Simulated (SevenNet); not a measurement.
# hcp Ti

Calculation: the machine-learned potential SevenNet-0 (trained on PBE and PBE+U data).

Cell: relaxed at this level.

```yaml
equilibrium_lattice_constant_a: 2.926 Å
c axis length: 4.697 Å
equilibrium_volume_per_atom: 17.41 Å³/atom
vacancy_formation_energy: 1.51 eV
```

Measured, for comparison: lattice constant a 2.950 Å, lattice parameter c 4.683 Å (293 K, no zero-point or thermal correction; as tabulated in Wikipedia's data pages); vacancy formation energy 1.27 ± 0.05 eV (no zero-point or thermal correction, monovacancy; as tabulated in Hashimoto et al. (1984), doi:10.1088/0305-4608/14/10/004). Computed (rounded) less measured: lattice constant a -0.8 %, lattice parameter c +0.3 %, vacancy formation energy +0.24 eV. A static lattice is as a rule a little smaller and stiffer than an uncorrected measurement, which can account for part of this.

A machine-learned potential is trained on density-functional data: it inherits that level's misses and adds fitting errors of its own.
